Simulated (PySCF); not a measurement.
Ionisation of 2,2-dimethylaziridine

Parent: 2,2-dimethylaziridine, `CC1(C)CN1` (C4H9N). Numbering: `[CH3:1][C:2]1([CH3:3])[CH2:4][NH:5]1` These are map numbers, not IUPAC locants.

Energies: ωB97X-D3(BJ)/ma-def2-TZVP (PySCF, density fitting, integration grid level 2) on PBE0-D3(BJ)/def2-SVP structures. Thermal corrections: PBE0-D3(BJ)/def2-SVP frequencies, unscaled, ideal gas at 298.15 K and 1 bar, quasi-RRHO entropy.

Frontier levels of the parent: HOMO -9.48 eV, LUMO 1.12 eV.

Oxidation to the radical cation:
- Vertical ionisation energy (electronic): 9.32 eV
- Adiabatic ionisation energy (with zero-point energy): 8.70 eV
- Adiabatic, electronic part: 8.75 eV
- Vertical gap at the product's structure: 7.87 eV
- Inner reorganisation energy (four-point): 1450 meV
- Relaxation of product / of parent: 573 / 877 meV
- ⟨S²⟩ of the product: 0.754
- Largest spin populations: N5 0.50, C4 0.24, C2 0.18
- Largest changes of atomic charge: N5 0.31, C2 0.11, C4 0.09, H (on C4) 0.08
- Distances that move most (Å): C2–C4 1.482 → 1.657; C4–N5 1.458 → 1.385; C2–N5 1.459 → 1.411; C2–C3 1.509 → 1.490
- Potential in acetonitrile: 6.31 V absolute, 1.77 V against Fc+/Fc computed at 4.54 V (solvation -19 → -247 kJ/mol)

Solvents are IEF-PCM continua (electrostatics only, gas-phase structures); absolute potentials refer to an electron at rest in vacuum. Fc+/Fc in acetonitrile, 4.54 V, is ωB97X-D3(BJ)/ma-def2-TZVP on PBE0-D3(BJ)/def2-SVP structures with GFN2-xTB thermal terms. Benchmark calculations put it near 5.0 V in acetonitrile and DMSO, so it is about 0.5 V low, and the value against it can read up to that much too high.

Measured values (NIST Chemistry WebBook, evaluated or the median of agreeing entries): vertical ionisation energy 9.29 eV (computed 9.32, difference 0.03); adiabatic ionisation energy 8.94 eV (computed 8.70, difference -0.24).

Run with `OMP_NUM_THREADS=1 python redox_run.py task.json out` on 1 thread of Intel Xeon Platinum 8259CL @ 2.50GHz, a shared host. Structures, frequencies and single points: 29 min of wall time.
